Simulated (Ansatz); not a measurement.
Results of revPBE (PAW; Ansatz, a program for electronic structure) for chalcopyrite ZnGeP₂.

Run with plane-wave cutoff 520 eV, 10×10×10 k mesh, Fermi–Dirac smearing 0.01 eV, scalar-relativistic PAW data made under PBE.

Equation-of-state points:

| V (Å³/atom) | E − E_lowest (meV/atom) | P (GPa) |
|---|---|---|
| 20.087 | 7.91 | 3.13 |
| 20.506 | 1.91 | 1.48 |
| 20.924 | 0.00 | 0.01 |
| 21.343 | 1.73 | -1.31 |
| 21.761 | 6.72 | -2.49 |

Question: Estimate the bulk modulus from the pressures at 20.506 and 21.343 Å³/atom, and compare it with a fit to all energies.

Answer: B = −V dP/dV. Between V = 20.506 and 21.343 Å³/atom, dP/dV = (-1.31 − (1.48))/(21.343 − 20.506) = -3.33 GPa per Å³/atom; at the midpoint 20.925 Å³/atom this gives B ≈ 69.7 GPa. The third-order Birch–Murnaghan fit gives V0 = 20.927 Å³/atom, B0 = 69.6 GPa, B′ = 4.6, which lies within 1 % of that estimate.

Shape and atoms are relaxed at each volume.

Measured, for comparison: bulk modulus 79 GPa (room temperature, no zero-point or thermal correction; as tabulated in Isothermal phase behavior of Ag3SbS3, ZnGeP2, and ZnS (abstract)). Computed (rounded) less measured: bulk modulus -12 %.

Note: the bulk modulus comes from volumes at which shape and atoms were relaxed.

Static lattice: no zero-point or thermal effects.

Computing time: very roughly 40 core-minutes.
